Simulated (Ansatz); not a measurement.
Geometry optimisation, UKS PBE0-D4/6-31G* (Ansatz 0.2.0).

Input file:

```yaml
crystal:
  periodic: [false, false, false]
  atoms:
    - { symbol: Si, position_ang: [0.0, 0.0, 0.0] }
    - { symbol: H, position_ang: [0.0, 0.0, 1.71] }
    - { symbol: H, position_ang: [1.3768, 0.0, -0.4862] }
    - { symbol: H, position_ang: [-0.6877, 1.1914, -0.4862] }
    - { symbol: H, position_ang: [-0.6877, -1.1914, -0.4862] }
    - { symbol: Si, position_ang: [0.0, 0.0, 3.47] }
    - { symbol: H, position_ang: [-0.7436, -1.1581, 3.9574] }
    - { symbol: H, position_ang: [1.3747, -0.0649, 3.9574] }
    - { symbol: H, position_ang: [-0.6311, 1.223, 3.9574] }
magnetization:
  spin_polarized: true
  initial_magnetization: 1
basis:
  gaussian: { orbitals: "6-31G*" }
hamiltonian:
  xc: pbe0
  dispersion: d4
relax:
  f_tol: 0.15
  max_steps: 25
  restrain:
    - { distance: [1, 5], at: 1.46, k: 30.0 }
    - { distance: [0, 1], at: 2.66, k: 30.0 }
```

Run as:

```bash
$ ansatz run input.yaml --threads 1 --pin off --max-ram 2048MiB --backend cpu --events-out ev --progress --plain --runs-dir out
```

Where does it end, and by what steps?

The run converged. The restraints hold the end off the free minimum; the threshold counts their pulls, which the force column leaves out. Restrained pairs: H2–Si6 (1.76 → 1.48 Å), Si1–H2 (1.71 → 2.67 Å). After 5 steps the energy has fallen by 0.292 eV (the restraints' own energy left out); H2 moved furthest, 0.54 Å.

```csv
step,energy less start (eV),largest force component (eV/Å),accepted
0,0.0000,0.594,yes
1,-0.0109,1.028,yes
2,0.0649,1.925,yes
3,-0.1569,0.443,yes
4,-0.2925,0.390,yes
5,-0.2916,0.464,yes
```

```xyz
9
Properties=species:S:1:pos:R:3
Si 0.001 0.000 -0.419
H 0.000 0.000 2.247
H 1.420 0.000 -0.871
H -0.709 1.229 -0.870
H -0.709 -1.229 -0.871
Si 0.000 0.000 3.722
H -0.758 -1.180 4.219
H 1.401 -0.066 4.218
H -0.643 1.246 4.219
```

Run time: 18 s on 1 thread of Arm Neoverse V1 (shared host), peak memory 0.13 GiB.
